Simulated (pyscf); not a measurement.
Thermochemistry of product channels of `[NH]=[SiH2]` + `[OH2]` on the singlet surface, in kcal/mol, from ωB97M-D3(BJ)/def2-TZVP energies (ideal gas, 1 atm, RRHO with modes under 100 cm⁻¹ raised to 100, one conformer, R ln 2 for chiral ones without a mode under 150 cm⁻¹). Single points on ωB97X-D3(BJ)/def2-SVP structures (PySCF, gas phase).

| products | ΔE | ΔH(298 K) | ΔG(298 K) | ΔG(900 K) |
|---|---|---|---|---|
| `[NH2][SiH2][OH]` | -79.9 | -77.2 | -67.3 | -47.7 |
| `[NH]=[SiH][OH]` + `[H][H]` | -24.9 | -27.4 | -25.2 | -22.1 |

These are energies of the channels, which say nothing of barriers. HN=SiH₂ lies 18.2 kcal/mol over its isomer H₂N–SiH: [singlet] (electronic energy, ωB97M-D3(BJ)). HN=SiH–OH lies 21.1 kcal/mol over its isomer H₂N–Si:–OH [singlet] (electronic energy, ωB97M-D3(BJ)).
